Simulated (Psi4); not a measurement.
# [BCl2]+ (SMILES Cl[B+]Cl) at MP2/cc-pVDZ (density fitting with cc-pvqz-jkfit, density fitting for correlation, sweep point 5)

Aim: the vertical ionisation energy of [BCl2]+ at MP2/cc-pVDZ (density fitting with cc-pvqz-jkfit, density fitting for correlation, sweep point 5), from 2 runs. 

The results are computed with Psi4 1.11.

2 further runs of the same task are left out: 2 set aside as unsound or not needed.

### Step 1. The system as given

[BCl2]+: 3 atoms, total charge +1, spin state singlet. As SMILES, `Cl[B+]Cl`. Geometry: relaxed at GFN2-xTB.

Bond lengths: Cl1–B2 1.572 Å, B2–Cl3 1.572 Å. Angles: Cl1–B2–Cl3 179.8°.

### Step 2. The energy at MP2/cc-pVDZ (density fitting with cc-pvqz-jkfit, density fitting for correlation, sweep point 5)

The input, job.dat:

```
memory 1600 mb

molecule geom {
  1 1
  Cl    -1.238380     0.766480    -0.591300
  B      0.000740     0.001360     0.000550
  Cl     1.237640    -0.767840     0.590740
  symmetry c1
}

set {
  basis           cc-pVDZ
  puream          true
  scf_type        df
  num_frozen_docc 11
  df_basis_scf    cc-pvqz-jkfit
}

energy("mp2")
print_variables()
```

Started as:

```bash
$ psi4 job.dat job.out -n 1
```

job.out:

```text
[...]
  Running in c1 symmetry.
[...]
  Nuclear repulsion =  105.883521863230627
[...]
  Multiplicity = 1
[...]
  Nalpha       = 19
  Nbeta        = 19
[...]
    Number of basis functions: 50
[...]
   @DF-RHF iter   1:  -943.40929561314113    3.95072e-01   4.43431e-03 ADIIS/DIIS
[...]
   @DF-RHF iter   9:  -943.44261647594340   -3.29692e-12   4.34451e-09 DIIS
[...]
    Orbital Energies [Eh]
    ---------------------
    Doubly Occupied:
       1A   -105.144992     2A   -105.144924     3A    -10.874606
       4A    -10.874518     5A     -8.342010     6A     -8.341926
       7A     -8.338215     8A     -8.338215     9A     -8.338133
      10A     -8.338133    11A     -8.043804    12A     -1.456887
      13A     -1.434640    14A     -0.952195    15A     -0.898953
      16A     -0.817752    17A     -0.817752    18A     -0.749631
      19A     -0.749631
[...]
  @DF-RHF Final Energy:  -943.44261647594340
   => Energetics <=
    Nuclear Repulsion Energy =            105.8835218632306265
    One-Electron Energy =               -1502.6584426190290742
    Two-Electron Energy =                 453.3323042798549523
    Total Energy =                       -943.4426164759433959
[...]
 Multipole Moments:
 ------------------------------------------------------------------------------------
     Multipole            Electronic (a.u.)      Nuclear  (a.u.)        Total (a.u.)
 ------------------------------------------------------------------------------------
 L = 1.  Multiply by 2.5417464519 to convert [e a0] to [Debye]
 Dipole X            :          0.0028527           -0.0007888            0.0020639
 Dipole Y            :          0.0027502           -0.0011783            0.0015719
 Dipole Z            :          0.0000000           -0.0000000            0.0000000
 Magnitude           :                                                    0.0025943
[...]
```

Wall time 3.6 s (1 thread of AMD EPYC 7R43 (Zen 3), shared host); peak memory 0.25 GiB.

### Step 3. Doublet [BCl2]2+

The input, bcl2.dat:

```
memory 1.6 GB

molecule {
  2 2
  Cl    -1.238380     0.766480    -0.591300
  B      0.000740     0.001360     0.000550
  Cl     1.237640    -0.767840     0.590740
  symmetry c1
}

set basis cc-pVDZ
set reference uhf
set puream true
set scf_type df
set num_frozen_docc 11
set df_basis_scf cc-pvqz-jkfit
set maxiter 150

E = energy('mp2')
```

Started as:

```bash
$ psi4 -i bcl2.dat -o bcl2.out -n 1
```

bcl2.out:

```text
[...]
  Running in c1 symmetry.
[...]
  Nuclear repulsion =  105.883521863230627
[...]
  Multiplicity = 2
[...]
  Nalpha       = 19
  Nbeta        = 18
[...]
    Number of basis functions: 50
[...]
   @DF-UHF iter   1:  -942.64093533291611    1.16343e+00   6.58535e-03 ADIIS/DIIS
[...]
   @DF-UHF iter  19:  -942.73358212173309   -4.54747e-13   3.06620e-09 DIIS
[...]
   @S^2 Observed:                8.924467075E-01
[...]
    Orbital Energies [Eh]
    ---------------------
    Alpha Occupied:
       1A   -105.487036     2A   -105.485446     3A    -11.210472
       4A    -11.208895     5A     -8.688959     6A     -8.687218
       7A     -8.674351     8A     -8.672816     9A     -8.670361
      10A     -8.668834    11A     -8.296259    12A     -1.776630
      13A     -1.761801    14A     -1.238766    15A     -1.194709
      16A     -1.146663    17A     -1.106112    18A     -1.104147
      19A     -1.052223
    Alpha Virtual:
      20A     -0.400822    21A     -0.396216    22A     -0.309710
      23A     -0.140894    24A     -0.083320    25A     -0.067991
[...]
  @DF-UHF Final Energy:  -942.73358212173309
   => Energetics <=
    Nuclear Repulsion Energy =            105.8835218632306265
    One-Electron Energy =               -1490.5763850382070359
    Two-Electron Energy =                 441.9592810532432168
    Total Energy =                       -942.7335821217330931
  UHF NO Occupations:
  HONO-2 :   17  A 1.9983318
  HONO-1 :   18  A 1.9316879
[...]
 Multipole Moments:
 ------------------------------------------------------------------------------------
     Multipole            Electronic (a.u.)      Nuclear  (a.u.)        Total (a.u.)
 ------------------------------------------------------------------------------------
 L = 1.  Multiply by 2.5417464519 to convert [e a0] to [Debye]
 Dipole X            :         -0.0096735           -0.0007888           -0.0104622
 Dipole Y            :          0.0095666           -0.0011783            0.0083883
 Dipole Z            :          0.0000000           -0.0000000            0.0000000
 Magnitude           :                                                    0.0134098
[...]
```

Wall time 3.9 s (1 thread of AMD EPYC 7R43 (Zen 3), shared host); peak memory 0.25 GiB.

### Step 4. Outcome

Level: MP2/cc-pVDZ (density fitting with cc-pvqz-jkfit, density fitting for correlation, sweep point 5), 11 core orbitals frozen.

```
                                                                    quantity          value
                                               singlet [BCl2]+: total energy  -943.77684 Eh
                        singlet [BCl2]+: HOMO energy (Hartree–Fock orbitals)      -20.40 eV
                        singlet [BCl2]+: LUMO energy (Hartree–Fock orbitals)       -4.06 eV
                      singlet [BCl2]+: HOMO–LUMO gap (Hartree–Fock orbitals)       16.34 eV
               singlet [BCl2]+: correlation energy (11 core orbitals frozen)     -334.2 mEh
                                              doublet [BCl2]2+: total energy  -943.04259 Eh
doublet [BCl2]2+: HOMO energy (Hartree–Fock orbitals) (highest over α and β)      -26.82 eV
 doublet [BCl2]2+: LUMO energy (Hartree–Fock orbitals) (lowest over α and β)      -18.13 eV
              doublet [BCl2]2+: correlation energy (11 core orbitals frozen)     -309.0 mEh
                         doublet [BCl2]2+: ⟨S²⟩ of the reference determinant          0.892
                        vertical ionisation energy (to the doublet dication)      19.980 eV
```

In words: Removing an electron at fixed nuclei costs 19.98 eV (461 kcal/mol). ⟨S²⟩ (doublet [BCl2]2+) is 0.89 where a pure doublet has 0.75: the reference is spin-contaminated.
